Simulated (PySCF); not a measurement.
# [HSO2]− (SMILES O=[SH][O-]) at PBE0/STO-3G

What is the vertical singlet–triplet gap of [HSO2]− at PBE0/STO-3G? The job is set up through a Python script.

The results are computed with PySCF 2.14.0.

8 further runs of the same task are left out: 8 set aside as unsound or not needed.

## Step 1: Starting point

[HSO2]− has 4 atoms, charge -1, and is taken as a singlet. As SMILES, `O=[SH][O-]`. Geometry: relaxed at GFN2-xTB.

Bond lengths: O1–S2 1.485 Å, S2–O3 1.486 Å, S2–H4 1.617 Å. Angles: O1–S2–O3 112.7°, O1–S2–H4 101.0°, O3–S2–H4 101.0°.

## Step 2: A single-point energy at PBE0/STO-3G

Input file calc.py:

```python
# O=[SH][O-]
from pyscf import gto, dft

system = gto.Mole()
system.atom = '''
O     -2.264308     0.148892     1.380275
S     -0.376188    -0.557129    -0.572039
O      1.903899    -1.778591     0.518635
H      0.736596     2.186829    -1.326871
'''
system.verbose = 4
system.charge = -1
system.basis = 'sto-3g'
system.max_memory = 1860
system.spin = 0
system.unit = 'bohr'
system.build()

calc0 = dft.RKS(system, xc='pbe0')
calc0.conv_tol = 1e-10
calc0.grids.level = 5
calc0.kernel()
if not calc0.converged:
    calc0 = calc0.newton().run(calc0.mo_coeff, calc0.mo_occ)

e_final = calc0.e_tot
print('E(%s) = %.9f' % ('PBE0', e_final))
```

Launch:

```console
OMP_NUM_THREADS=1 python calc.py
```

The program printed:

```text
PySCF version 2.14.0

[INPUT] num. atoms = 4
[INPUT] num. electrons = 34
[INPUT] charge = -1
[INPUT] spin (= nelec alpha-beta = 2S) = 0
[INPUT] symmetry False subgroup None
[INPUT] Mole.unit = bohr
[INPUT] Symbol           X                Y                Z      unit          X                Y                Z       unit  Magmom
[INPUT]  1 O     -1.198220192104   0.078790253288   0.730410074803 AA   -2.264308000000   0.148892000000   1.380275000000 Bohr   0.0
[INPUT]  2 S     -0.199070116622  -0.294819970343  -0.302710002557 AA   -0.376188000000  -0.557129000000  -0.572039000000 Bohr   0.0
[INPUT]  3 O      1.007499962693  -0.941189824747   0.274449822785 AA    1.903899000000  -1.778591000000   0.518635000000 Bohr   0.0
[INPUT]  4 H      0.389789816855   1.157220070979  -0.702149895031 AA    0.736596000000   2.186829000000  -1.326871000000 Bohr   0.0

nuclear repulsion = 113.677884778611
number of shells = 12
number of NR pGTOs = 60
number of NR cGTOs = 20
basis = sto-3g
ecp = {}

******** <class 'pyscf.dft.rks.RKS'> ********
method = RKS
initial guess = minao
damping factor = 0
level_shift factor = 0
DIIS = <class 'pyscf.scf.diis.CDIIS'>
diis_start_cycle = 1
diis_space = 8
diis_damp = 0
SCF conv_tol = 1e-10
SCF conv_tol_grad = None
SCF max_cycles = 50
direct_scf = True
direct_scf_tol = 1e-13
XC library pyscf.dft.libxc version 7.0.0
    S. Lehtola, C. Steigemann, M. J.T. Oliveira, and M. A.L. Marques.,  SoftwareX 7, 1–5 (2018)
XC functionals = pbe0
radial grids:
    Treutler-Ahlrichs [JCP 102, 346 (1995); DOI:10.1063/1.469408] (M4) radial grids

becke partition: Becke, JCP 88, 2547 (1988); DOI:10.1063/1.454033
pruning grids: <function nwchem_prune>
grids dens level: 5
symmetrized grids: False
atomic radii adjust function: <function treutler_atomic_radii_adjust>
small_rho_cutoff = 0
Set gradient conv threshold to 1e-05
Initial guess from minao.
tot grids = 152544
init E= -542.768287641051
  HOMO = -0.22994604754792  LUMO = 0.0656336156787002  gap/eV = 8.04313
cycle= 1 E= -541.756768477173  delta_E= 1.01  |g|= 0.809  |ddm|= 3.12
  HOMO = 0.429768766385057  LUMO = 0.521408370996181  gap/eV = 2.49364
cycle= 2 E= -541.39065130174  delta_E= 0.366  |g|= 1.13  |ddm|= 3.95
  HOMO = 0.263813921140804  LUMO = 0.490798439242074  gap/eV = 6.17656
cycle= 3 E= -542.051382270908  delta_E= -0.661  |g|= 0.137  |ddm|= 2.88
  HOMO = 0.265927844665763  LUMO = 0.488225762330486  gap/eV = 6.04903
cycle= 4 E= -542.060678500678  delta_E= -0.0093  |g|= 0.0348  |ddm|= 0.405
  HOMO = 0.259866041851644  LUMO = 0.489890654695832  gap/eV = 6.25929
cycle= 5 E= -542.061385260216  delta_E= -0.000707  |g|= 0.0113  |ddm|= 0.116
  HOMO = 0.260195546922795  LUMO = 0.489729152246689  gap/eV = 6.24593
cycle= 6 E= -542.06142675855  delta_E= -4.15e-05  |g|= 0.00646  |ddm|= 0.0176
  HOMO = 0.260612515946  LUMO = 0.489536572006325  gap/eV = 6.22934
cycle= 7 E= -542.061446524408  delta_E= -1.98e-05  |g|= 0.000131  |ddm|= 0.0137
  HOMO = 0.260620668491059  LUMO = 0.489524380745351  gap/eV = 6.22879
cycle= 8 E= -542.061446537249  delta_E= -1.28e-08  |g|= 7.44e-05  |ddm|= 0.00063
  HOMO = 0.26061407653698  LUMO = 0.489527985810816  gap/eV = 6.22906
cycle= 9 E= -542.061446540117  delta_E= -2.87e-09  |g|= 1.78e-06  |ddm|= 0.000189
  HOMO = 0.260613930648376  LUMO = 0.489527798937823  gap/eV = 6.22906
cycle= 10 E= -542.061446540122  delta_E= -5e-12  |g|= 4.48e-07  |ddm|= 1.31e-05
  HOMO = 0.260614056115333  LUMO = 0.489527726652891  gap/eV = 6.22906
Extra cycle  E= -542.061446540122  delta_E= 2.27e-13  |g|= 6.84e-07  |ddm|= 2.41e-06
converged SCF energy = -542.061446540122
E(PBE0) = -542.061446540
```

Wall time 2.3 s (1 thread of Arm Neoverse V2, shared host); peak memory 0.2 GiB.

## Step 3: The triplet

Input file run.py:

```python
from pyscf import gto, dft

mol = gto.M(
    atom='O -1.198220 0.078790 0.730410; S -0.199070 -0.294820 -0.302710; O 1.007500 -0.941190 0.274450; H 0.389790 1.157220 -0.702150',
    charge=-1,
    max_memory=1860,
    spin=2,
    verbose=3,
    basis='sto-3g',
)

myscf = dft.UKS(mol, xc='pbe0')
myscf.grids.level = 5
myscf.conv_tol = 1e-10
myscf.kernel()
if not myscf.converged:
    myscf = myscf.newton().run(myscf.mo_coeff, myscf.mo_occ)

e_tot = myscf.e_tot
print('E(%s) = %.9f' % ('PBE0', e_tot))
```

Launch:

```console
OMP_NUM_THREADS=1 python run.py
```

The program printed:

```text
WARN: HOMO 0.0656336287755261 >= LUMO -0.229946033281343

WARN: HOMO 0.395478931930816 >= LUMO 0.359597879948856

WARN: HOMO 0.38429380573494 >= LUMO 0.373836577587918

WARN: HOMO 0.384766185263091 >= LUMO 0.373173971294689

WARN: HOMO 0.384913147170643 >= LUMO 0.372972860964722

WARN: HOMO 0.38484281367889 >= LUMO 0.373216207374529

WARN: HOMO 0.384652581851735 >= LUMO 0.373239897334392

WARN: HOMO 0.384580327141655 >= LUMO 0.373239613797351

WARN: HOMO 0.384576614977602 >= LUMO 0.373237793563488

WARN: HOMO 0.384576790731018 >= LUMO 0.373237897626884

WARN: HOMO 0.384576789438228 >= LUMO 0.373237855827178

converged SCF energy = -541.940636686282  <S^2> = 2.0034383  2S+1 = 3.0022913
E(PBE0) = -541.940636686
```

Wall time 3.9 s (1 thread of Arm Neoverse V2, shared host); peak memory 0.21 GiB.

## Step 4: Summary of results

Level: PBE0/STO-3G.

| quantity | value |
| --- | --- |
| singlet: total energy | -542.06145 Eh |
| singlet: HOMO energy | 7.09 eV |
| singlet: LUMO energy | 13.32 eV |
| singlet: HOMO–LUMO gap (to an unbound level, set by the basis) | 6.23 eV |
| triplet: total energy | -541.94064 Eh |
| triplet: HOMO energy (highest over α and β) | 10.46 eV |
| triplet: ⟨S²⟩ | 2.003 |
| vertical energy of the triplet above the singlet | 3.287 eV |

At this shape the triplet lies 3.29 eV (317 kJ/mol) above the singlet. In a minimal basis such a difference can be off by several eV, whatever the method. The HOMO (singlet) lies at positive energy, 7.09 eV; only total energies tell whether the electron is bound. The HOMO (triplet) lies at positive energy, 10.46 eV; only total energies tell whether the electron is bound.
